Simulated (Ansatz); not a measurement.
hcp Hf, treated with PBE+SOC in Ansatz (plane waves, PAW).

Run with plane-wave cutoff 520 eV, 18×18×12 k mesh (along the axes of the cell as run), Fermi–Dirac smearing 0.05 eV, PAW data made under PBE.

Response to compression and expansion:

Shape and atoms are relaxed at each volume.

| V (Å³/atom) | P (GPa) | c (Å) | a (Å) |
|---|---|---|---|
| 21.575 | 4.68 | 5.002 | 3.156 |
| 22.024 | 2.24 | 5.033 | 3.179 |
| 22.474 | 0.00 | 5.064 | 3.201 |
| 22.923 | -2.05 | 5.095 | 3.223 |
| 23.372 | -3.93 | 5.126 | 3.245 |

Ansatz is a program for electronic structure.
